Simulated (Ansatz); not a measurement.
```yaml
crystal:
  periodic: [false, false, false]
  atoms:
    - {symbol: Ga, position_ang: [0.000000, 0.000000, 0.000000]}
    - {symbol: N, position_ang: [0.000000, 0.000000, -1.810852]}
    - {symbol: N, position_ang: [0.000000, 0.000000, 1.810852]}
basis:
  gaussian: {orbitals: def2-TZVP}
magnetization: {spin_polarized: true, initial_magnetization: 3}
hamiltonian: {xc: pbe0}
relax: {f_tol: 0.004, max_steps: 80}
```

```sh
$ ansatz run in.yaml --threads 1 --pin off --events-out ev --progress --plain --max-ram 2176MiB
```

Steps of the relaxation (energy above the last step; positions in Å, forces in eV/Å):

```
3
step 1, 0.4 meV
Ga    0.000    0.000    0.000    0.000    0.000    0.000
N     0.000    0.000   -1.811    0.000    0.000    0.094
N     0.000    0.000    1.811    0.000    0.000   -0.094
```

```
3
step 2, 0.1 meV
Ga    0.000    0.000    0.000    0.000    0.000    0.000
N     0.000    0.000   -1.809    0.000    0.000    0.045
N     0.000    0.000    1.809    0.000    0.000   -0.045
```

```
3
step 3, 0.0 meV
Ga    0.000    0.000    0.000    0.000    0.000    0.000
N     0.000    0.000   -1.807    0.000    0.000    0.000
N     0.000    0.000    1.807    0.000    0.000    0.000
```

Close pairs at the end: Ga1–N2 1.807 Å, Ga1–N3 1.807 Å.

A stationary point of unrestricted PBE0 after 3 steps, with ⟨S²⟩ = 3.865 against 3.75 for a pure state; no frequencies were run, so it isn't proven a minimum. 23 s on 1 thread of Arm Neoverse V1, shared host.
